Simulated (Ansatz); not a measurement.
Energy needed to pull apart C$_{3}$H$_{3}$F (SMILES C=C=CF), closed shell, into free ground-state atoms, from the structure below (at a frame of a short PBE0-D4/def2-SVP trajectory); no zero-point or spin–orbit terms; open-shell atoms are treated unrestricted, in their ground-state multiplicity.

C1  (-0.900, 0.984, 0.040)
C2  (-0.010, 0.059, 0.012)
C3  (0.834, -0.910, 0.009)
F4  (1.047, -1.831, -0.952)
H5  (-1.879, 0.857, 0.444)
H6  (-0.673, 1.969, -0.352)
H7  (1.516, -1.077, 0.841)
(Å)

Computed with Ansatz 0.2.0 (basis: def2-TZVPP); correlated methods freeze the cores.

```json
{"method": "PBE-D4", "atomization energy (kcal/mol)": "735.5"}
{"method": "r2SCAN-D4", "atomization energy (kcal/mol)": "?"}
{"method": "PBE0-D4", "atomization energy (kcal/mol)": "713.7"}
{"method": "wB97M-V", "atomization energy (kcal/mol)": "707.4"}
{"method": "HF", "atomization energy (kcal/mol)": "504.1"}
{"method": "MP2", "atomization energy (kcal/mol)": "?"}
{"method": "CCSD", "atomization energy (kcal/mol)": "671.1"}
{"method": "CCSD(T)", "atomization energy (kcal/mol)": "684.7"}
```

Task: What does r2SCAN-D4 give? (To be estimated.)

Result: Computed: 710.1 kcal/mol, which is about 25.4 kcal/mol more than CCSD(T)/def2-TZVPP.

Task: What does MP2 give? (An estimate is asked for; the value comes from the calculation.)

Result: The calculation gives: 702.7 kcal/mol, which is about 18.1 kcal/mol more than CCSD(T)/def2-TZVPP.

In triple zeta the MP2 and coupled-cluster atomization energies are still short of their basis limit by a few kcal/mol a bond, whereas those of the functionals are nearly converged, so these differences are not deviations from converged CCSD(T).

T1 diagnostic: at most 0.013.

For scale, one of the runs: CCSD(T)/def2-TZVPP forces, 166 basis functions, launched by `ansatz run in.yaml --threads 2 --pin off --events-out ev --progress --plain --max-ram 3481MiB`. Hardware: 2 CPU threads of an Arm Neoverse V1, shared host. Wall time 2.9 min; peak host memory 2.5 GiB.
